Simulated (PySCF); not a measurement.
acetone (C3H6O), SMILES C(C)(=O)C.

Geometry optimised at B3LYP-D3(BJ)/def2-SVP.

Calculation: B3LYP-D3(BJ)/def2-SVP run with PySCF 2.14.0.

No scaling factor is applied to the harmonic values.

Task: List the normal modes with their intensities. (The exact figures need the calculation; the answer reports its results.)

Result: 
```json
[
 {"mode": "1", "ν (cm⁻¹)": "41", "IR (km/mol)": "0.0", "Raman (Å⁴/amu)": "0.0", "depolarisation": "–", "moving atoms (share of kinetic energy)": "H 99 %"},
 {"mode": "2", "ν (cm⁻¹)": "141", "IR (km/mol)": "0.2", "Raman (Å⁴/amu)": "0.0", "depolarisation": "–", "moving atoms (share of kinetic energy)": "H 88 %, O 8 %"},
 {"mode": "3", "ν (cm⁻¹)": "383", "IR (km/mol)": "1.0", "Raman (Å⁴/amu)": "0.5", "depolarisation": "0.45", "moving atoms (share of kinetic energy)": "C 46 %, H 42 %, O 12 %"},
 {"mode": "4", "ν (cm⁻¹)": "489", "IR (km/mol)": "0.3", "Raman (Å⁴/amu)": "1.0", "depolarisation": "0.75", "moving atoms (share of kinetic energy)": "H 48 %, C 45 %"},
 {"mode": "5", "ν (cm⁻¹)": "539", "IR (km/mol)": "14.9", "Raman (Å⁴/amu)": "2.2", "depolarisation": "0.75", "moving atoms (share of kinetic energy)": "O 43 %, C 33 %, H 24 %"},
 {"mode": "6", "ν (cm⁻¹)": "794", "IR (km/mol)": "1.4", "Raman (Å⁴/amu)": "11.9", "depolarisation": "0.16", "moving atoms (share of kinetic energy)": "C 64 %, H 24 %, O 13 %"},
 {"mode": "7", "ν (cm⁻¹)": "867", "IR (km/mol)": "0.0", "Raman (Å⁴/amu)": "1.3", "depolarisation": "0.72", "moving atoms (share of kinetic energy)": "H 82 %, C 18 %"},
 {"mode": "8", "ν (cm⁻¹)": "880", "IR (km/mol)": "6.5", "Raman (Å⁴/amu)": "2.7", "depolarisation": "0.75", "moving atoms (share of kinetic energy)": "H 62 %, C 37 %"},
 {"mode": "9", "ν (cm⁻¹)": "1071", "IR (km/mol)": "0.0", "Raman (Å⁴/amu)": "2.7", "depolarisation": "0.41", "moving atoms (share of kinetic energy)": "H 61 %, C 28 %, O 11 %"},
 {"mode": "10", "ν (cm⁻¹)": "1105", "IR (km/mol)": "4.3", "Raman (Å⁴/amu)": "0.0", "depolarisation": "–", "moving atoms (share of kinetic energy)": "C 53 %, H 45 %"},
 {"mode": "11", "ν (cm⁻¹)": "1229", "IR (km/mol)": "63.0", "Raman (Å⁴/amu)": "2.0", "depolarisation": "0.75", "moving atoms (share of kinetic energy)": "C 61 %, H 37 %"},
 {"mode": "12", "ν (cm⁻¹)": "1361", "IR (km/mol)": "18.2", "Raman (Å⁴/amu)": "3.6", "depolarisation": "0.72", "moving atoms (share of kinetic energy)": "H 79 %, C 21 %"},
 {"mode": "13", "ν (cm⁻¹)": "1374", "IR (km/mol)": "75.7", "Raman (Å⁴/amu)": "4.3", "depolarisation": "0.75", "moving atoms (share of kinetic energy)": "H 59 %, C 40 %"},
 {"mode": "14", "ν (cm⁻¹)": "1428", "IR (km/mol)": "1.0", "Raman (Å⁴/amu)": "1.3", "depolarisation": "0.75", "moving atoms (share of kinetic energy)": "H 96 %"},
 {"mode": "15", "ν (cm⁻¹)": "1438", "IR (km/mol)": "14.8", "Raman (Å⁴/amu)": "28.4", "depolarisation": "0.72", "moving atoms (share of kinetic energy)": "H 95 %"},
 {"mode": "16", "ν (cm⁻¹)": "1440", "IR (km/mol)": "6.1", "Raman (Å⁴/amu)": "28.8", "depolarisation": "0.74", "moving atoms (share of kinetic energy)": "H 95 %"},
 {"mode": "17", "ν (cm⁻¹)": "1461", "IR (km/mol)": "19.9", "Raman (Å⁴/amu)": "0.5", "depolarisation": "0.75", "moving atoms (share of kinetic energy)": "H 96 %"},
 {"mode": "18", "ν (cm⁻¹)": "1839", "IR (km/mol)": "173.4", "Raman (Å⁴/amu)": "7.6", "depolarisation": "0.59", "moving atoms (share of kinetic energy)": "C 63 %, O 35 %"},
 {"mode": "19", "ν (cm⁻¹)": "3027", "IR (km/mol)": "1.1", "Raman (Å⁴/amu)": "0.3", "depolarisation": "0.75", "moving atoms (share of kinetic energy)": "H 97 %"},
 {"mode": "20", "ν (cm⁻¹)": "3033", "IR (km/mol)": "4.2", "Raman (Å⁴/amu)": "241.2", "depolarisation": "0.01", "moving atoms (share of kinetic energy)": "H 97 %"},
 {"mode": "21", "ν (cm⁻¹)": "3100", "IR (km/mol)": "0.1", "Raman (Å⁴/amu)": "12.2", "depolarisation": "0.74", "moving atoms (share of kinetic energy)": "H 91 %, C 9 %"},
 {"mode": "22", "ν (cm⁻¹)": "3107", "IR (km/mol)": "14.2", "Raman (Å⁴/amu)": "113.8", "depolarisation": "0.75", "moving atoms (share of kinetic energy)": "H 91 %, C 9 %"},
 {"mode": "23", "ν (cm⁻¹)": "3160", "IR (km/mol)": "7.2", "Raman (Å⁴/amu)": "63.4", "depolarisation": "0.75", "moving atoms (share of kinetic energy)": "H 90 %, C 10 %"},
 {"mode": "24", "ν (cm⁻¹)": "3160", "IR (km/mol)": "4.9", "Raman (Å⁴/amu)": "75.5", "depolarisation": "0.63", "moving atoms (share of kinetic energy)": "H 90 %, C 10 %"}
]
```
